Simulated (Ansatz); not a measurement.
```yaml
crystal:
  periodic: [false, false, false]
  atoms:
    - {symbol: W, position_ang: [0.000000, 0.000000, 0.000000]}
    - {symbol: O, position_ang: [0.000000, 0.000000, 2.110000]}
basis:
  gaussian: {orbitals: def2-TZVP}
total_charge: 1
magnetization: {spin_polarized: true, initial_magnetization: 1}
hamiltonian: {xc: pbe0}
relax: {f_tol: 0.004, max_steps: 80}
```

```sh
$ ansatz run in.yaml --threads 1 --pin off --events-out ev --progress --plain --max-ram 2176MiB
```

Steps of the relaxation (energy above the last step; positions in Å, forces in eV/Å):

```
2
step 1, 3413.7 meV
W     0.000    0.000    0.000    0.000    0.000    7.469
O     0.000    0.000    2.110    0.000    0.000   -7.469
```

```
2
step 2, 245.6 meV
W     0.000    0.000    0.195    0.000    0.000    5.098
O     0.000    0.000    1.915    0.000    0.000   -5.098
```

```
2
step 3, 5739.8 meV
W     0.000    0.000    0.390    0.000    0.000  -49.090
O     0.000    0.000    1.720    0.000    0.000   49.090
```

```
2
step 4, 48.8 meV
W     0.000    0.000    0.220    0.000    0.000    2.491
O     0.000    0.000    1.890    0.000    0.000   -2.491
```

```
2
step 7, 0.0 meV
W     0.000    0.000    0.239    0.000    0.000    0.000
O     0.000    0.000    1.871    0.000    0.000    0.000
```

Close pairs at the end: W1–O2 1.631 Å.

A stationary point of unrestricted PBE0 after 7 steps, with ⟨S²⟩ = 1.758 against 0.75 for a pure state. 82 s on 1 thread of Arm Neoverse V2, shared host.
